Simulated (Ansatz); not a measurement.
# AlH2N: the cost of one run

Computed with Ansatz 0.2.0, Gaussian basis. Level: def2-QZVPP, core rule «outside noble gas», up to 6 orbitals frozen.

Plan: UHF; ROHF; CCSD(T) on UHF.

2 further runs of the same task are left out: 2 set aside as unsound or not needed.

## Step 1: The system

The geometry is a PBE0/def2-TZVP stationary point (not a proven minimum) of the parent state, kept for this charge and spin.

4 atoms, charge 0, spin multiplicity 3.

Atoms are counted from 1 here; the program's logs count them from 0.

Bond lengths: Al1–N2 1.796 Å, N2–H3 1.012 Å, N2–H4 1.012 Å. Angles: Al1–N2–H3 125.6°, Al1–N2–H4 125.6°, H3–N2–H4 108.7°.

Geometry (Å):

```
Al    0.0000    0.0000    0.6968
N     0.0000    0.0000   -1.0992
H     0.0000    0.8223   -1.6887
H     0.0000   -0.8223   -1.6887
```

## Step 2: UHF

Input file in.yaml:

```yaml
crystal:
  periodic: [false, false, false]
  atoms:
    - {symbol: Al, position_ang: [0.000000, 0.000000, 0.696811]}
    - {symbol: N, position_ang: [0.000000, 0.000000, -1.099242]}
    - {symbol: H, position_ang: [0.000000, 0.822256, -1.688737]}
    - {symbol: H, position_ang: [0.000000, -0.822256, -1.688737]}
basis:
  gaussian: {orbitals: "def2-QZVPP.json"}
magnetization: {spin_polarized: true, initial_magnetization: 2}
hamiltonian: {xc: hf}
output: {orbitals: {seedname: orbitals}}
```

Run with:

```bash
$ ansatz run in.yaml --threads 1 --pin off --events-out ev --progress --plain --max-ram 4096MiB --backend cpu
```

Q: Estimate wall time and peak memory on 1 thread of AMD EPYC 7R13, shared host.

About 11 s, with a peak of 0.39 GiB.
